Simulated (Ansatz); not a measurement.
A calculation on hcp Sc returned lattice constant a 3.334 Å, lattice parameter c 5.207 Å.

For reference: lattice constant a 3.309 Å (measured, 293 K, not corrected to a static lattice; as tabulated in Wikipedia's data pages); lattice parameter c 5.268 Å (measured, 293 K, not corrected to a static lattice; as tabulated in Wikipedia's data pages).

Problem. Which level of theory produced these numbers?
(A) PBE-D4 (Ansatz, an electronic-structure program)
(B) rVV10 (Ansatz)
(C) LDA (Ansatz)
(D) r²SCANh (Ansatz)

Solution. D, r²SCANh (Ansatz)

The others give: LDA 3.230 Å, 4.988 Å; rVV10 3.303 Å, 5.160 Å; PBE-D4 3.287 Å, 5.107 Å.

Unless a cell is named, each level is at its own relaxed cell (LDA 22.53, PBE-D4 23.89, r²SCANh 25.06, rVV10 24.38 Å³/atom).

The crystal itself was run without spin with LDA, rVV10, PBE-D4, r²SCANh; a magnetic state was not tried in these runs.

Ansatz's density-functional and Hartree–Fock values are scalar-relativistic unless marked +SOC, with PAW data made under PBE.
